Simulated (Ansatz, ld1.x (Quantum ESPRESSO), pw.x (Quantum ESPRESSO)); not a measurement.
# Equation-of-state test of one TM potential (Ga)

| Item | Value |
| --- | --- |
| Element | gallium |
| Generator | ld1.x (Quantum ESPRESSO) 7.5 |
| Type | norm-conserving Troullier–Martins (Kleinman–Bylander form) |
| Functional | PBEsol |
| Relativity | scalar-relativistic |
| Frozen core | [Ar] 3d10 |
| Valence charge | 3 |
| Reference configuration | 4s1.5 4p1.5 |
| Partial waves | 4p (bound): rc 2.80 bohr; 4d channel at 0.2 Ry: rc 3.00 bohr; 4s (bound): rc 1.80 bohr |
| Local potential | the s channel |
| Core correction | a·sin(br)/r model core, default radius (core density twice the valence density) |

Atomic tests: cutoffs needed: 12 Ry and 35 Ry (the cutoffs (Ry, on a coarse ladder) from which the occupation-weighted sum of valence levels, in a spherical-Bessel basis at the reference potential, stays within 10 and 1 mRy of its value at 400 Ry); ghost test: no extra level below or beside the all-electron valence levels (p, d, s, f tested) (spherical-Bessel basis up to 400 Ry, 20 bohr box); largest excitation error: -150 meV (all-electron minus pseudo) for 4s1 4p0, out of 7 test configurations.

Crystal test: bcc Ga in pw.x 7.5, no spin, 14³ k-points, Fermi–Dirac smearing 0.01 Ry, cutoffs 50/200 Ry. The reference is all-electron LAPW (Ansatz 0.2.0) with the same functional, mesh and smearing; V0 and B0 come from Birch–Murnaghan fits to the pressures at five volumes. Errors are pseudo minus all-electron; Δ is the rms difference of the E(V) curves that follow from these fits, minima aligned, over ±6 % about the mean V0. Mesh and smearing are coarse, so the numbers serve the comparison and aren't converged zero-temperature values; the lattice is a test structure that the element need not adopt.

```tsv
V (Å³/atom)	P all-electron (GPa)	P pseudo (GPa)
17.214	2.71	2.31
17.667	0.93	0.56
18.120	-0.58	-0.96
18.573	-1.88	-2.25
19.026	-2.99	-3.35
```

All-electron: a0 = 3.298 Å (V0 = 17.94 Å³/atom), B0 = 59.1 GPa.

Pseudopotential: mean pressure error (GPa): -0.37; a0 (Å): 3.291; a0 error (%): -0.21; B0 error (%): +2.7; Δ (meV/atom): 1.5. The largest radius (3.00 bohr) exceeds half the bond length (2.71 bohr), so the spheres overlap, which is one possible source of error among others.

**Question.** At the middle volume, how do free energy and pressure move when the wave cutoff is lowered (ecutrho kept at four times it)?

**Answer.**

```json
{"cutoff (Ry)": "22", "shift of F (meV/atom)": "+82.3", "shift of P (GPa)": "-0.97"}
{"cutoff (Ry)": "30", "shift of F (meV/atom)": "+25.3", "shift of P (GPa)": "-0.88"}
{"cutoff (Ry)": "40", "shift of F (meV/atom)": "+1.3", "shift of P (GPa)": "-0.05"}
```

The run at the middle volume (104 k-points, 6 iterations) took about 5.1 s on one core of a shared host (Neoverse-V2, 192 threads, 742 GiB, load 41).
